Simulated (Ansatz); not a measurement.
The input, for Ansatz 0.2.0:

```yaml
crystal:
  periodic: [false, false, false]
  atoms:
    - {symbol: H, position_ang: [-2.437180, 0.000000, -0.000002]}
    - {symbol: H, position_ang: [-1.407180, 0.000000, -0.000001]}
    - {symbol: Si, position_ang: [0.080820, 0.000000, 0.000000]}
    - {symbol: H, position_ang: [0.530794, -1.416253, 0.000001]}
    - {symbol: H, position_ang: [0.530794, 0.708126, -1.226511]}
    - {symbol: H, position_ang: [0.530793, 0.708127, 1.226511]}
basis:
  gaussian: {orbitals: 6-31G}
magnetization: {spin_polarized: true, initial_magnetization: 1}
hamiltonian: {xc: {name: PBE0}}
output: {orbitals: {seedname: orbitals}}
```

```sh
$ ansatz run in.yaml --threads 1 --pin off --events-out ev --progress --plain --max-ram 2393MiB
```

**Question.** Roughly how long does this take on 1 thread of Intel Xeon Platinum 8488C, shared host, and how much host memory?

**Answer.** 0.48 s wall and 0.16 GiB.

```
300 factors; integrals over basis functions are off by at most 5.7e-4 eV
mean field evaluation 1: about -7950.5614 eV, gradient 3.9e0 eV
mean field evaluation 2: about -7950.7325 eV, gradient 1.3e0 eV
mean field evaluation 4: about -7950.7572 eV, gradient 1.5e-1 eV
mean field evaluation 8: about -7950.7554 eV, gradient 3.6e-3 eV
mean field -7950.75536320 eV, -292.1848703822 hartree, gradient 8.6e-5 eV, S^2 0.755912; 0 other end points of the search recorded, 0 dependent functions left out
reference -7950.75538726 eV, -292.1848712662 hartree; 10, 9 occupied and 13, 14 virtual orbitals, 300 factors
Total energy: -7950.75538726 eV, -292.1848712662 hartree
```
